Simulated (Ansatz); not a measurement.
```yaml
crystal:
  periodic: [false, false, false]
  atoms:
    - {symbol: P, position_ang: [-0.536526, -0.125857, -0.001108]}
    - {symbol: Be, position_ang: [1.713352, 0.394345, 0.003534]}
    - {symbol: H, position_ang: [-0.920605, 1.222774, -0.001005]}
    - {symbol: H, position_ang: [2.088515, -0.881146, 0.003460]}
basis:
  gaussian: {orbitals: def2-TZVP}
magnetization: {spin_polarized: true, initial_magnetization: 3}
hamiltonian: {xc: pbe0}
relax: {f_tol: 0.004, max_steps: 80}
```

```sh
$ ansatz run in.yaml --threads 1 --pin off --events-out ev --progress --plain --max-ram 2176MiB
```

Steps of the relaxation (energy above the last step; positions in Å, forces in eV/Å):

```
4
step 1, 156.6 meV
P    -0.537   -0.126   -0.001   -0.227   -0.872   -0.001
Be    1.713    0.394    0.004    0.398    1.097    0.001
H    -0.921    1.223   -0.001   -0.096    0.579    0.000
H     2.089   -0.881    0.003   -0.076   -0.804   -0.001
```

```
4
step 2, 18.4 meV
P    -0.508   -0.206   -0.001   -0.005   -0.330    0.000
Be    1.764    0.509    0.004    0.095    0.199    0.000
H    -0.823    1.181   -0.001    0.024    0.217    0.000
H     1.912   -0.873    0.003   -0.114   -0.085    0.000
```

```
4
step 3, 15.9 meV
P    -0.468   -0.293   -0.001    0.019    0.245    0.000
Be    1.769    0.594    0.004   -0.195   -0.277   -0.001
H    -0.679    1.132   -0.001    0.001   -0.118    0.000
H     1.723   -0.823    0.003    0.176    0.150    0.000
```

```
4
step 6, 0.1 meV
P    -0.489   -0.269   -0.001    0.004    0.053    0.000
Be    1.729    0.564    0.004   -0.014   -0.002    0.000
H    -0.697    1.152   -0.001    0.004   -0.046    0.000
H     1.802   -0.837    0.003    0.005   -0.006    0.000
```

```
4
step 8, 0.0 meV
P    -0.484   -0.266   -0.001   -0.001    0.002    0.000
Be    1.727    0.563    0.004    0.000   -0.002    0.000
H    -0.701    1.152   -0.001    0.000   -0.002    0.000
H     1.803   -0.839    0.003    0.000    0.001    0.000
```

Close pairs at the end: Be2–H4 1.404 Å, P1–H3 1.434 Å, P1–Be2 2.362 Å.

A stationary point of unrestricted PBE0 after 8 steps, with ⟨S²⟩ = 3.761 against 3.75 for a pure state; no frequencies were run, so it isn't proven a minimum. 16 s on 1 thread of Arm Neoverse V1, shared host.
